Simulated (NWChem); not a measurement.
# PBE0/jorge-TZP run of N2O (nitrous oxide)

Aim: the vertical ionisation energy of N2O (nitrous oxide) at PBE0/jorge-TZP, from 2 runs. 

The results are computed with NWChem 7.3.0.

3 further runs of the same task are left out: 3 set aside as unsound or not needed.

### Step 1. The system as given

The species is N2O (3 atoms), meant as a singlet with charge 0. As SMILES, `N#[N+][O-]`. Geometry: relaxed at PBE0-D4/def2-TZVP.

Bond lengths: N1–N2 1.118 Å, N2–O3 1.174 Å. Angles: N1–N2–O3 180.0°.

### Step 2. The energy at PBE0/jorge-TZP

File mol.xyz:

```xyz
3
N2O
N     -0.511700     1.001300    -0.167900
N     -0.008400     0.016500    -0.002800
O      0.520100    -1.017800     0.170700
```

File mol.nw:

```
start mol
title "N2O"
memory 2200 mb
charge 0

geometry units angstroms noautosym nocenter noautoz
 load format xyz mol.xyz
end

basis spherical bse
 * library jorge-TZP
end

dft
 xc pbe0
 grid fine
 convergence energy 1e-08
 iterations 100
 mulliken
 print low
end

task dft energy
```

Started as:

```bash
$ nwchem mol.nw > mol.out
```

The program printed:

```text
[...]
 d= 0,ls=0.0,diis     1   -184.4301919634 -2.46D+02  9.07D-03  1.38D+00     1.0
[...]
 d= 0,ls=0.0,diis     8   -184.5381065645  1.46D-09  1.89D-06  1.42D-07     6.6
         Total DFT energy =     -184.538106564509
      One electron energy =     -372.130243691964
           Coulomb energy =      148.358374365122
    Exchange-Corr. energy =      -22.114103411221
 Nuclear repulsion energy =       61.347866173554
[...]
      Total Density - Mulliken Population Analysis
     ---------------------------------------------
    Atom       Charge   Shell Charges
 -----------   ------   -------------------------------------------------------
    1 N    7     7.06   0.57  1.39  0.10  0.93  0.75  1.41  1.31  0.54  0.01  0.05  0.00
    2 N    7     6.69   0.56  1.39  0.10  0.88  0.27  1.54  1.36  0.38  0.02  0.17  0.01
    3 O    8     8.25   0.58  1.38  0.16  0.97  0.76  1.83  1.76  0.76  0.01  0.04  0.00
[...]
```

It took 7.2 s on 1 thread of Intel Xeon Platinum 8488C (Sapphire Rapids), shared host; peak memory 0.11 GiB.

### Step 3. The doublet cation

File n2o.nw:

```
start n2o
title "N2O"
memory 2200 mb
charge 1

geometry units angstrom noautosym nocenter noautoz
   N     -0.511700     1.001300    -0.167900
   N     -0.008400     0.016500    -0.002800
   O      0.520100    -1.017800     0.170700
end

basis spherical bse
   * library jorge-TZP
end

dft
   xc pbe0
   mult 2
   grid fine
   convergence energy 1e-08
   iterations 100
   mulliken
   print low
end

task dft
```

Started as:

```bash
$ nwchem n2o.nw > n2o.out
```

The program printed:

```text
[...]
 d= 0,ls=0.0,diis     1   -184.0009413421 -2.45D+02  4.50D-03  2.21D-01     1.3
[...]
 d= 0,ls=0.0,diis    13   -184.0668249683 -4.97D-09  5.67D-07  6.35D-10    14.3
[...]
         Total DFT energy =     -184.066824968264
      One electron energy =     -363.857191441425
           Coulomb energy =      140.175634342510
    Exchange-Corr. energy =      -21.733134042903
 Nuclear repulsion energy =       61.347866173554
[...]
      Total Density - Mulliken Population Analysis
     ---------------------------------------------
    Atom       Charge   Shell Charges
 -----------   ------   -------------------------------------------------------
    1 N    7     6.68   0.57  1.39  0.10  1.03  0.75  1.32  1.18  0.27  0.02  0.06  0.00
    2 N    7     6.50   0.56  1.39  0.09  0.89  0.23  1.56  1.37  0.24  0.02  0.13  0.01
    3 O    8     7.82   0.58  1.38  0.16  1.03  0.77  1.76  1.64  0.46  0.01  0.04  0.00
[...]
      <S2> =      0.7738 (Exact =     0.7500)
[...]
```

Run time: 15 s. Hardware: 1 thread of Intel Xeon Platinum 8488C (Sapphire Rapids), shared host; peak memory 0.12 GiB.

### Step 4. Results

At PBE0/jorge-TZP:

```
                                          quantity          value
                         singlet N2O: total energy  -184.53811 Eh
                      doublet cation: total energy  -184.06682 Eh
                              doublet cation: ⟨S²⟩          0.774
vertical ionisation energy (to the doublet cation)      12.824 eV
```

The vertical ionisation energy comes to 12.82 eV (1237 kJ/mol). Mulliken charges (singlet N2O) run from -0.25 on O3 to +0.31 on N2; they depend strongly on the basis. Mulliken charges (doublet cation) run from +0.18 on O3 to +0.50 on N2.
